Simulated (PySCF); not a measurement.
H6Si2, charge -1, multiplicity 2. Atoms are numbered in the order given.

```xyz
8

Si    -1.2666     0.0232     0.0000
Si     1.2666    -0.0232     0.0000
H     -1.5986    -0.8634     1.1824
H     -1.5986    -0.8634    -1.1824
H     -2.5473     0.9222     0.0000
H      1.5986     0.8634     1.1824
H      1.5986     0.8634    -1.1824
H      2.5473    -0.9222     0.0000
```
Charge -1, spin multiplicity 2.

The structure is a stationary point at TPSSh-D3(BJ)/def2-SVPD. The multiplicity is an assumed one; other spin states were not compared.

All values below come from PBE/def2-TZVPD run with PySCF.

Mulliken values depend strongly on the basis, most of all with diffuse functions as here. ESP charges are fitted to the potential on shells at 1.4 to 2.0 van der Waals radii. Atomic charges (e):

```csv
atom,ESP fit,Mulliken,meta-Löwdin,Mulliken spin
Si1,[?],-0.33,-0.11,0.38
Si2,[?],-0.33,-0.11,0.38
H3,[?],-0.04,-0.12,-0.01
H4,[?],-0.04,-0.12,-0.01
H5,[?],-0.09,-0.16,0.14
H6,[?],-0.04,-0.12,-0.01
H7,[?],-0.04,-0.12,-0.01
H8,[?],-0.09,-0.16,0.14
```

Task: What belongs in the gaps? (The exact figures need the calculation; the answer reports its results.)

Result: 
- Si1, ESP fit: 0.02
- Si2, ESP fit: 0.02
- H3, ESP fit: -0.14
- H4, ESP fit: -0.14
- H5, ESP fit: -0.24
- H6, ESP fit: -0.14
- H7, ESP fit: -0.14
- H8, ESP fit: -0.24
